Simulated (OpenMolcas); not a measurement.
**Predicting a hybrid from its neighbours: CH2N2 (cyanamide)**

The species is CH2N2 (5 atoms), meant as a singlet with charge 0. As SMILES, `N#CN`. Geometry: relaxed at PBE0-D4/def2-TZVP.

The HOMO–LUMO gap y, in eV, basis def2-TZVP; a is the functional's share of exact exchange. Programs: OpenMolcas 26.06.

| functional | program | a | y (eV) |
| --- | --- | --- | --- |
| revPBE | OpenMolcas | 0 | 5.91 |
| TPSS | OpenMolcas | 0 | 6.23 |
| B3LYP | OpenMolcas | 0.2 | 7.54 |
| PBE0 | OpenMolcas | 0.25 | ? |
| BHLYP | OpenMolcas | 0.5 | 10.04 |

Problem. Fit y = c + s·a to the known rows and predict PBE0.

Solution. 
1. Means of the 4 rows: a = 0.1750, y = 7.430.
2. Σ(Δa)² = 0.1675, Σ(Δa·Δy) = 1.327, so the slope is 1.327/0.1675 = 7.9224.
3. Intercept: 7.430 − (7.9224) × 0.1750 = 6.044. The largest residual of the fit is 0.19.
4. PBE0: 6.044 + (7.9224) × 0.25 = 8.02 eV.

The run gave 8.19 eV, so the prediction is off by -0.17 eV, within the scatter of the fit. Exact exchange lowers occupied levels and raises empty ones. The rows mix families of semi-local functionals, which the line can't see.
